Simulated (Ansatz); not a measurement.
# CH₃BN radical (SMILES [BH]C=N): functionals against CCSD(T) at one geometry

The atoms stand at a structure displaced at random from a GFN2-xTB minimum. How far do the functionals agree with CCSD(T) there?

Program: Ansatz 0.2.0, Gaussian basis. Level of theory: single points in def2-TZVPP. These are calculated values, not measurements.

Cores are frozen in the correlated methods. Orbitals are unrestricted.

### 1 Starting geometry

SMILES `[BH]C=N`, 6 atoms, charge 0, spin multiplicity 2.

Atoms are counted from 1 here; the program's logs count them from 0.

Bond lengths: B1–C2 1.442 Å, B1–H4 1.106 Å, C2–N3 1.254 Å, C2–H5 1.159 Å, N3–H6 1.074 Å. Angles: C2–B1–H4 169.5°, B1–C2–N3 141.1°, B1–C2–H5 94.8°, N3–C2–H5 123.1°, C2–N3–H6 114.1°.

As a file:

```xyz
6
charge 0, multiplicity 2
B    -1.0979    0.1430   -0.6522
C     0.1293   -0.0634    0.0772
N     0.5465   -0.3935    1.2128
H    -1.9176    0.3564   -1.3640
H     0.8047    0.4278   -0.7264
H     1.6060   -0.2753    1.3412
```

### 2 CCSD(T)/def2-TZVPP

The input, run/in.yaml:

```yaml
crystal:
  periodic: [false, false, false]
  atoms:
    - {symbol: B, position_ang: [-1.097900, 0.143000, -0.652200]}
    - {symbol: C, position_ang: [0.129300, -0.063400, 0.077200]}
    - {symbol: N, position_ang: [0.546500, -0.393500, 1.212800]}
    - {symbol: H, position_ang: [-1.917600, 0.356400, -1.364000]}
    - {symbol: H, position_ang: [0.804700, 0.427800, -0.726400]}
    - {symbol: H, position_ang: [1.606000, -0.275300, 1.341200]}
basis:
  gaussian: {orbitals: def2-TZVPP}
magnetization: {spin_polarized: true, initial_magnetization: 1}
correlation: {method: ccsd_t}
scf: {omitted_lower_state_checks: [cluster_reference]}
output: {forces: true}
```

The command line of these runs was not kept.

### 3 PBE0-D4/def2-TZVPP

run/in.yaml, as its differences from that of step 2:

```diff
@@ -12,4 +12,3 @@
 magnetization: {spin_polarized: true, initial_magnetization: 1}
-correlation: {method: ccsd_t}
-scf: {omitted_lower_state_checks: [cluster_reference]}
-output: {forces: true}
+hamiltonian: {xc: pbe0, dispersion: d4}
+output: {forces: true, orbitals: {seedname: orbitals}}
```

### 4 wB97M-V/def2-TZVPP

run/in.yaml, as its differences from that of step 3:

```diff
@@ -12,3 +12,3 @@
 magnetization: {spin_polarized: true, initial_magnetization: 1}
-hamiltonian: {xc: pbe0, dispersion: d4}
-output: {forces: true, orbitals: {seedname: orbitals}}
+hamiltonian: {xc: {name: wB97M-V}}
+output: {forces: true}
```

### 5 r2SCAN-D4/def2-TZVPP

run/in.yaml, as its differences from that of step 4:

```diff
@@ -12,3 +12,3 @@
 magnetization: {spin_polarized: true, initial_magnetization: 1}
-hamiltonian: {xc: {name: wB97M-V}}
+hamiltonian: {xc: r2scan, dispersion: d4}
 output: {forces: true}
```

### 6 PBE-D4/def2-TZVPP

run/in.yaml, as its differences from that of step 5:

```diff
@@ -12,3 +12,3 @@
 magnetization: {spin_polarized: true, initial_magnetization: 1}
-hamiltonian: {xc: r2scan, dispersion: d4}
+hamiltonian: {xc: pbe, dispersion: d4}
 output: {forces: true}
```

### 7 LC-wPBE/def2-TZVPP

run/in.yaml, as its differences from that of step 6:

```diff
@@ -12,3 +12,3 @@
 magnetization: {spin_polarized: true, initial_magnetization: 1}
-hamiltonian: {xc: pbe, dispersion: d4}
+hamiltonian: {xc: {name: LC-wPBE}}
 output: {forces: true}
```

### 8 revPBE-D4/def2-TZVPP

run/in.yaml, as its differences from that of step 7:

```diff
@@ -12,3 +12,3 @@
 magnetization: {spin_polarized: true, initial_magnetization: 1}
-hamiltonian: {xc: {name: LC-wPBE}}
+hamiltonian: {xc: {name: revPBE}, dispersion: d4}
 output: {forces: true}
```

(Steps that only read results are left out.)

Q: Predict the outcome of this session. Wanted: energy less free atoms, CCSD(T)/def2-TZVPP; RMS force component; RMS force error; HOMO and LUMO, PBE0-D4; T1 diagnostic.

The runs gave:

| quantity | value |
| --- | --- |
| energy less free atoms, CCSD(T)/def2-TZVPP | -20.655 eV |
| RMS force component | 1.499 to 1.606 eV/Å over the methods |
| RMS force error | PBE0-D4 0.254, wB97M-V 0.189, r2SCAN-D4 0.241, PBE-D4 0.261, LC-wPBE 0.276, revPBE-D4 0.217 eV/Å |
| HOMO and LUMO, PBE0-D4 | -5.72 and -2.09 eV |
| T1 diagnostic | 0.031 |

In words: Against CCSD(T) the functionals' energies less atoms differ by -2.018 to -0.979 eV, PBE-D4 by -2.018 eV. The reference is not at the basis limit: in triple zeta CCSD(T) underbinds, which counts against methods that bind more; the gaps are no ranking. For forces wB97M-V does best and LC-wPBE worst. Frozen-core CCSD(T) forces in triple zeta carry basis errors of their own, and this is one geometry, so small gaps rank nothing. The unrestricted reference is spin-contaminated, which hurts MP2 most.
